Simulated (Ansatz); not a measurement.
C2H3Mg: structure from calculated spectroscopic constants

These gas-phase data were calculated for one isomer of C2H3Mg at PBE0-D3(BJ)/def2-SVP (harmonic, unscaled wavenumbers; equilibrium rotational constants with average atomic masses):

- rotational constants: 289.9, 4.206, 4.145 GHz
- all wavenumbers above 1500 cm⁻¹: 3113, 3048, 1720, 1640
- dipole moment: 0.29 D (PBE0/def2-TZVPD)

Candidates:

(1) `C=[C][MgH]`, a doublet
(2) `C=[CH][Mg]`, a doublet

Question: Which candidate do the data belong to?

Answer: Candidate (1). 2 modes lie between 2750 and 3290 cm⁻¹, one for each C–H bond, while (2) has 3.

The same quantities for all candidates:

```tsv
	rotational constants (GHz)	wavenumbers above 1500 cm⁻¹	dipole (D)	E above the lowest, PBE0-D3(BJ)/def2-SVP (kcal/mol)
(1)	289.9, 4.206, 4.145	3113, 3048, 1720, 1640	0.29	27.1
(2)	50.89, 5.393, 4.876	3167, 3113, 3086, 1637	1.08	0.0
```

Open shells are spin-unrestricted. Programs: Ansatz 0.2.0.
